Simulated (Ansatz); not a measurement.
Total energies of CH4AlF, SMILES `F[CH2][AlH2]`.

Z-matrix (Å, degrees):
```
C
Al 1 1.981
F 1 1.398 2 112.4
H 1 1.099 2 111.6 3 121.1
H 1 1.099 2 111.6 3 -121.1
H 2 1.589 1 117.1 3 -179.9
H 2 1.583 1 121.0 3 0.1
```

The species carries charge 0 and has multiplicity 1. All single points use the PBE0-D4/def2-TZVP geometry. Basis def2-TZVPP, the Gaussian-basis code of Ansatz.

RPA on PBE orbitals: Hartree–Fock energy of these orbitals -381.54668 Eh, correlation -0.84786 Eh (frozen core).

```
functional  energy without D4 (Eh)  D4 term (kJ/mol)
    B97M-V              -382.72242                 –
      PBE0              -382.54864              -6.8
```

Give the same for LDA (SPW92), PBE, revPBE, BLYP, r2SCAN, B3LYP, r2SCANh, r2SCAN0, HSE06 (plane-wave form), BHLYP, CAM-B3LYP, LC-ωPBE, ωB97X-V, ωB97M-V, B2PLYP, PBE-QIDH. (Best estimate.)

Computed: 
```tsv
functional	energy without D4 (Eh)	D4 term (kJ/mol)
LDA (SPW92)	-380.72374	–
PBE	-382.51836	-8.2
revPBE	-382.71288	-26.4
BLYP	-382.78622	-18.4
r2SCAN	-382.71432	-1.9
B3LYP	-382.84369	-13.3
r2SCANh	-382.70532	-2.0
r2SCAN0	-382.69254	-2.3
HSE06 (plane-wave form)	-382.53581	-6.4
BHLYP	-382.75235	-10.1
CAM-B3LYP	-382.77338	-6.9
LC-ωPBE	-382.65171	–
ωB97X-V	-382.72707	–
ωB97M-V	-382.74136	–
B2PLYP	-382.60245	–
PBE-QIDH	-382.44180	–
```

B3LYP takes the VWN-RPA correlation (the form of Gaussian; ORCA's B3LYP/G). HSE06 is the plane-wave form, built on full-range PBE exchange. The double hybrids freeze the cores in their second-order part.

LC-ωPBE has ω = 0.4 bohr⁻¹.
